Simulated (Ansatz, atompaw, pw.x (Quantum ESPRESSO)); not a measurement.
**molybdenum (Mo): does the PAW (atompaw) potential hold in the solid?**

atompaw 4.2.0.5 input, output lines left out:

```
Mo 42
LDA-PW scalarrelativistic loggrid 1500 logderivrange -7 5 301
5 5 4 0 0 0
5 0 1
5 1 0
4 2 5
0 0 0
c
c
c
v
v
c
c
v
v
c
v
3
2.85 2.35 2.50 2.05
n
n
y
0.25
n
y
-0.15
n
custom polynom vanderbiltortho sinc
4 -0.5 ultrasoft
1.20
2.85
1.70
2.85
2.50
2.85
2.85
```

Crystal test: bcc Mo in pw.x 7.5, no spin, 15³ k-points, Fermi–Dirac smearing 0.01 Ry, cutoffs 100/900 Ry. The reference is all-electron LAPW (Ansatz 0.2.0) with the same functional, mesh and smearing; V0 and B0 come from Birch–Murnaghan fits to the pressures at five volumes. Errors are pseudo minus all-electron; Δ is the rms difference of the E(V) curves that follow from these fits, minima aligned, over ±6 % about the mean V0. Mesh and smearing are coarse, so the numbers serve the comparison and aren't converged zero-temperature values; the lattice is a test structure that the element need not adopt.

```
V (Å³/atom)  P all-electron (GPa)  P pseudo (GPa)
     14.314                 16.92           17.01
     14.690                  8.05            8.00
     15.067                  0.24            0.08
     15.444                 -6.63           -6.89
     15.820                -12.67          -12.99
```

All-electron: a0 = 3.113 Å (V0 = 15.08 Å³/atom), B0 = 291.6 GPa.

Pseudopotential: mean pressure error (GPa): -0.14; a0 (Å): 3.112; a0 error (%): -0.02; B0 error (%): +1.6; Δ (meV/atom): 0.6. The largest radius (2.85 bohr) exceeds half the bond length (2.55 bohr), so the spheres overlap, which is one possible source of error among others.

Task: At the middle volume, how do free energy and pressure move when the wave cutoff is lowered (ecutrho held at 900 Ry)?

Result:

```csv
cutoff (Ry),shift of F (meV/atom),shift of P (GPa)
45,+45.6,-1.55
60,+28.6,-0.60
80,+2.8,-0.30
```

The run at the middle volume (120 k-points, 8 iterations) took about 44 s on one core of a shared host (Intel(R) Xeon(R) Platinum 8488C, 192 threads, 744 GiB, load 51).
